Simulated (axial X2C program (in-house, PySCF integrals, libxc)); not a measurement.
**FSiF: bond lengths and stretches, held linear**

An exercise on one series of results from a longer session: the logs are not shown, and one member is left open.

Program: an in-house X2C program for linear molecules on PySCF integrals. Level of theory: all-electron X2C, two-component (2c) or spin-free, F dyall-av3z, Si dyall-v3z. These are calculated values, not measurements.

All values are calculated.

2 further runs of the same task are left out: 2 set aside as unsound or not needed.

Set-up of the first run:

The input, task.json:

```json
{"zs": [9, 14, 9], "q": 0, "bas": ["dyall-av3z", "dyall-v3z", "dyall-av3z"], "r0": [1.8, 1.8], "symm": 1, "scan": ["PBE0", "HF", "LDA"], "levels": ["PBE0", "HF", "BHandHLYP"], "nst": 2}
```

Keys: zs atomic numbers; q charge; bas basis sets; r0 starting distance in Å; symm equal bonds; scan levels of the two-bond scan (MP2 follows by itself at each HF point); levels methods; nst determinants followed.

Run with:

```bash
$ python solin.py task.json out
```

Masses F 18.998, Si 27.977, F 18.998 u.

Among the steps run: Scan at PBE0, 2c; Scan at HF, 2c; Scan at LDA, 2c.

One of the session's tables, all rows but one given; the rest of the session is left out.

| level | r(F–Si) (Å) | r(Si–F) (Å) | lower stretch (cm⁻¹) | upper stretch (cm⁻¹) |
| --- | --- | --- | --- | --- |
| PBE0, 2c | 1.652 | 1.652 | 572.4 | 818.9 |
| HF, 2c | 1.625 | 1.625 | 591.5 | 835.4 |
| LDA, 2c | ? | ? | ? | ? |
| MP2, 2c | 1.653 | 1.653 | 576.6 | 829.4 |
| PBE0, spin-free | 1.652 | 1.652 | 572.3 | 818.6 |
| HF, spin-free | 1.625 | 1.625 | 591.4 | 835.1 |
| LDA, spin-free | 1.651 | 1.651 | 568.6 | 821.3 |
| MP2, spin-free | 1.653 | 1.653 | 576.6 | 829.3 |

Q: Estimate the row for LDA, 2c from the others.

As computed: r(F–Si) (Å): 1.651; r(Si–F) (Å): 1.651; lower stretch (cm⁻¹): 568.7; upper stretch (cm⁻¹): 821.5.

Scans not shown above were run alike.

MP2 freezes inner shells (threshold -2 hartree). The molecule was held linear; bending was not examined, so a bent shape may lie lower.
